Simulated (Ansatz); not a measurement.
## TO(Γ) frequency of some cubic solids

Method: B3LYP (VWN-RPA form) (PAW; Ansatz, a first-principles code). References are measured values at room or unstated temperature, uncorrected unless marked, so that the deviations hold thermal and zero-point effects besides the level's error. The table is a random draw of 10 from 13 solids with such references.

Values in cm⁻¹.

| solid | reference | B3LYP (VWN-RPA form) | deviation (%) |
|---|---|---|---|
| zinc-blende AlAs | 361 | 351 | -2.8 |
| rock-salt NaI | 114 (114–124) | 91 | -20 |
| rock-salt KCl | 142 (142–151) | 126 | -11.3 |
| rock-salt LiH | 592 (590–614) | 539 | -9.0 |
| rock-salt SrO | 224 | 201 | -10.3 |
| rock-salt CaO | 311 | 268 | -13.8 |
| zinc-blende GaAs | 271 | 256 | -5.5 |
| rock-salt KBr | 113 (113–123) | 99 | -12.4 |
| rock-salt BaO | 146 | 99 | -32 |
| rock-salt MgS | 240 | 203 | -15.4 |

Over these 10 solids the mean deviation is -13.3 %, the mean absolute deviation 13.3 % (median 11.8 %), and the worst case rock-salt BaO at -32 %; the value is too low in 10 of 10 cases. Over all 13, from unrounded values, the mean deviation is -11.4 % and the mean absolute deviation 11.4 % (median 10.1 %).

Spin–orbit coupling is left out, also for the solids with elements from indium on (rock-salt NaI, rock-salt BaO); its size isn't shown.

Brackets give the range of the sources taken for a reference, where it is wide; it can hold other temperatures.

Differences are worked out from the printed values.

Each level is taken at its own relaxed cell. Ansatz's density-functional and Hartree–Fock values are scalar-relativistic unless marked +SOC, with PAW data made under PBE.

Not in this set, of the solids of all kinds but layered and molecular ones with a reference value in our tables and a result at some level: 28 for no value at B3LYP (VWN-RPA form) (not run, a failed fit, an unstable or unbound cell, or a value held back for tests); 7 for a reference of another kind, counted apart; 1 for a run that failed a test (B3LYP (VWN-RPA form)); 1 for sources at odds. These can be a level's best or worst cases. At least 7 more with a reference value are held back for tests. Solids without a released value at any level aren't counted. The metals Ce to Yb are counted apart.

References as tabulated in Roshan et al. (2021), arXiv:2110.13857; Stupka (2014), arXiv:1601.08107; Giannozzi et al., Phys. Rev. B (1991); Harker's crystal data pages and others.
